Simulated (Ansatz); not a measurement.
This was printed by a script on the Python package of Ansatz (0.2.0), for a ladder of methods at one geometry of C4H7, SMILES [CH2]C(=C)C. What did the script look like? Settings (for the species named): B3LYP, def2-SVP basis, multiplicity 2. The script varies functional: b3lyp, r2scan0, lc_wpbe, cam_b3lyp, hse06, revpbe.

```yaml
atoms:
  - { symbol: C, position_ang: [-0.2470, 1.4609, -0.6015] }
  - { symbol: C, position_ang: [0.1630, 0.0930, -0.1351] }
  - { symbol: C, position_ang: [1.4540, -0.2569, -0.1852] }
  - { symbol: C, position_ang: [-0.8586, -0.8882, 0.3732] }
  - { symbol: H, position_ang: [-1.3499, 1.5858, -0.6020] }
  - { symbol: H, position_ang: [0.2083, 2.2369, 0.0494] }
  - { symbol: H, position_ang: [1.7765, -1.2412, 0.1417] }
  - { symbol: H, position_ang: [2.2045, 0.4365, -0.5539] }
  - { symbol: H, position_ang: [-1.8799, -0.4537, 0.3588] }
  - { symbol: H, position_ang: [-0.8551, -1.7980, -0.2637] }
  - { symbol: H, position_ang: [-0.6158, -1.1750, 1.4183] }
```

Output of `python methods.py`:
```text
INFO:ansatz_job:functional    E (Ha)        dipole (D)   HOMO (eV)  LUMO (eV)
INFO:ansatz_job:b3lyp         -156.433969     0.932      -5.952     -2.328
INFO:ansatz_job:r2scan0       -156.317046     0.897      -6.660     -1.482
INFO:ansatz_job:lc_wpbe       -156.327236     0.883      -9.100      0.588
INFO:ansatz_job:cam_b3lyp     -156.329172     0.912      -7.567     -0.851
INFO:ansatz_job:hse06         -156.225038     0.930      -5.891     -2.329
INFO:ansatz_job:revpbe        -156.385268     0.947      -4.935     -3.013
```

The script that was run (others could print the same):

Script `methods.py`:
```python
"""One geometry of C4H7, method by method."""

from pathlib import Path
import logging
import sys
import warnings

import ansatz as az
from ase import Atoms
import numpy as np

logging.basicConfig(stream=sys.stdout, format="%(levelname)s:%(name)s:%(message)s")
logger = logging.getLogger("ansatz_job")
logger.setLevel(logging.INFO)


def main() -> None:
    warnings.simplefilter("ignore", az.DeckWarning)

    atoms = Atoms(["C", "C", "C", "C", "H", "H", "H", "H", "H", "H", "H"], positions=[
        (-0.247, 1.4609, -0.6015),
        (0.163, 0.093, -0.1351),
        (1.454, -0.2569, -0.1852),
        (-0.8586, -0.8882, 0.3732),
        (-1.3499, 1.5858, -0.602),
        (0.2083, 2.2369, 0.0494),
        (1.7765, -1.2412, 0.1417),
        (2.2045, 0.4365, -0.5539),
        (-1.8799, -0.4537, 0.3588),
        (-0.8551, -1.798, -0.2637),
        (-0.6158, -1.175, 1.4183),
    ])
    geometry = az.Crystal.molecule_from_ase(atoms)

    job = geometry.calculation()
    job = job.basis(gaussian="def2-SVP")
    job = job.spin("collinear", total=1)

    logger.info("functional    E (Ha)        dipole (D)   HOMO (eV)  LUMO (eV)")
    for name in ["b3lyp", "r2scan0", "lc_wpbe", "cam_b3lyp", "hse06", "revpbe"]:
        data = job.functional(name).forces().orbitals().run(runs_dir="runs").report
        lines = Path(data["orbitals_path"]).read_text().splitlines()
        field_of = lambda key: [line.split("=")[1].strip() for line in lines if line.startswith(key)]
        orbitals = [(27.211386 * float(e), s, float(n)) for e, s, n in zip(field_of("Ene="), field_of("Spin="), field_of("Occup="))]
        homo = max(e for e, _, n in orbitals if n > 0.5)
        lumo = min(e for e, _, n in orbitals if n < 0.5)
        dipole = 4.803205 * np.linalg.norm(data["charge_distribution"]["dipole_moment_e_ang"])
        logger.info(f"{name:10s} {data['free_energy_ev'] / 27.211386246:14.6f} {dipole:9.3f} {homo:11.3f} {lumo:10.3f}")


if __name__ == "__main__":
    main()
```

What to keep in mind:
- Total energies depend on the basis set; only differences at equal settings carry meaning.
- The geometry is a force-field or estimated start, not a minimum of this method, and the basis set is short of its limit. A lower total doesn't mark the better method: functionals have no common bound, and MP2 and coupled cluster aren't variational.
- The species is open-shell (spin multiplicity 2).
- The expectation value of S² is noticeably off S(S+1) in at least one run, so that state is spin-contaminated.
- b3lyp holds the VWN-RPA fit, as in Gaussian; the form of ORCA and Turbomole is b3lyp5.
- Levels such as HOMO and LUMO are orbital energies: with these approximate functionals they aren't the ionisation energy and electron affinity, and their gap isn't the fundamental gap.
- hse06 follows the composition of plane-wave codes, whose totals differ by tens of mHa, up to about 0.1 Ha, from the form usual in Gaussian-basis programs (wpbeh).
- The whole script took 20 s on 1 thread of Intel(R) Xeon(R) 6975P-C (Granite Rapids) (shared host), peak memory 0.33 GiB.
